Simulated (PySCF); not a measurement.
**How well do the runs reproduce experiment for CS?**

**Experimental background.**

NIST CCCBDB Release 22 (SRD 101), experimental dipoles lists, for the gas: dipole moment (microwave Stark effect, vibrational ground state) 1.958 ± 0.005 D.

From Liu, Meijer, Perez-Rios, Phys. Chem. Chem. Phys. 22 (2020) 24191, for the gas: dipole moment 1.958 D.

The results are set against them at the end.

CS.
SMILES with atom numbers: `[C-:1]#[S+:2]`

Cartesian coordinates in Å at the GFN2-xTB level; atoms count from 1:
```
atom  x, y, z in Å
C1     0.7620   -0.0034   -0.0023
S2    -0.7592    0.0046   -0.0119
```

Runs made with PySCF (gas phase, on this GFN2-xTB geometry; no spin–orbit coupling):

```tsv
level	job	basis functions	wall time
PBE0/pcSseg-1	shieldings, charges and field gradients	41	2.0 s
```

Hardware: Arm Neoverse V1, one thread (shared host).

Results beside the measurements:

**Dipole moment.** Measured: 1.958 D (NIST CCCBDB Release 22 (SRD 101), experimental dipoles) and 1.958 D (Liu, Meijer, Perez-Rios, Phys. Chem. Chem. Phys. 22 (2020) 24191). Differences are taken against the first.

```tsv
level	computed (D)	computed − measured (D)	% (from the printed values)
PBE0/pcSseg-1	1.802	-0.156	-8
```

The computed dipoles belong to one fixed geometry; measured ones are averaged over vibrations unless marked μe. Magnitudes are compared, not signs.

No measured geometry was used, and the causes of the misses weren't examined.
